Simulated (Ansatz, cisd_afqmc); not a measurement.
System: CH3F, charge 0, singlet. CH3F (fluoromethane, SMILES FC).
NHTBH set geometry:
```xyz
5

C     -0.6321     0.0000     0.0000
F      0.7491     0.0000     0.0000
H     -0.9832    -0.3385     0.9726
H     -0.9832     1.0115    -0.1932
H     -0.9832    -0.6731    -0.7794
```
Charge 0, spin multiplicity 1.

Total energies in aug-cc-pVTZ, 14 correlated electrons, 2 frozen orbitals. Radicals and triplets start from unrestricted determinants; spin-orbit coupling is neglected. Correlated methods leave the cores frozen. No relativity. AFQMC is phaseless with a CISD trial state; ± is one standard error, without the phaseless bias. Outlying blocks are dropped, and bars are widened where a walk drifts. Over all cases where full CI ran beside it in this data, AFQMC minus full CI had a median of +0.1 mEh and passed +0.4 mEh in a tenth of the cases.

```json
[
 {"method": "HF", "program": "Ansatz", "energy (Eh)": "-139.09751", "minus AFQMC/CISD (mEh)": "474.0 ± 0.4"},
 {"method": "MP2", "program": "Ansatz", "energy (Eh)": "-139.54150", "minus AFQMC/CISD (mEh)": "30.1 ± 0.4"},
 {"method": "CCSD", "program": "Ansatz", "energy (Eh)": "-139.55681", "minus AFQMC/CISD (mEh)": "14.7 ± 0.4"},
 {"method": "CCSD(T)", "program": "Ansatz", "energy (Eh)": "-139.57125", "minus AFQMC/CISD (mEh)": "0.3 ± 0.4"},
 {"method": "AFQMC/CISD", "program": "cisd_afqmc", "energy (Eh)": "-139.5716 ± 0.0004", "minus AFQMC/CISD (mEh)": "0.0"}
]
```

Ansatz is a quantum-chemistry and plane-wave program.
